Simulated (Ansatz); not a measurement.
in.yaml

```yaml
crystal:
  periodic: [false, false, false]
  atoms:
    - {symbol: F, position_ang: [0.000000, 0.000000, 1.485424]}
    - {symbol: B, position_ang: [0.000000, 0.000000, 0.205103]}
    - {symbol: Si, position_ang: [0.000000, 0.000000, -1.690526]}
basis:
  gaussian: {orbitals: "6-31G*"}
magnetization: {spin_polarized: true, initial_magnetization: 2}
hamiltonian: {xc: hf}
accuracy: high
scf: {lower_state_search: full}
output: {orbitals: {seedname: orbitals}}
```

```sh
$ ansatz run in.yaml --threads 1 --pin off --events-out ev --progress --plain --max-ram 2393MiB
```

Q: Roughly how long does this take on 1 thread of Arm Neoverse N1, shared host, and how much host memory?

A: 3.5 s wall and 0.16 GiB.

```
861 factors; integrals over basis functions are off by at most 3.9e-9 eV
mean field evaluation 1: about -11236.9759 eV, gradient 1.4e1 eV
mean field evaluation 2: about -11237.0071 eV, gradient 1.4e1 eV
mean field evaluation 4: about -11238.1412 eV, gradient 2.2e0 eV
mean field evaluation 8: about -11238.1966 eV, gradient 3.4e-1 eV
mean field evaluation 16: about -11238.1989 eV, gradient 3.1e-7 eV
mean field evaluation 32: about -11238.1960 eV, gradient 1.7e-1 eV
mean field evaluation 64: about -11237.7288 eV, gradient 4.0e0 eV
mean field evaluation 96: about -11236.0156 eV, gradient 3.0e-2 eV
mean field evaluation 128: about -11238.1243 eV, gradient 1.2e0 eV
mean field -11238.19888887 eV, -412.9961916412 hartree, gradient 2.1e-8 eV, S^2 2.024576; 6 other end points of the search recorded, 0 dependent functions left out
reference -11238.19888887 eV, -412.9961916412 hartree; 15, 13 occupied and 34, 36 virtual orbitals, 861 factors
Total energy: -11238.19888887 eV, -412.9961916412 hartree
```
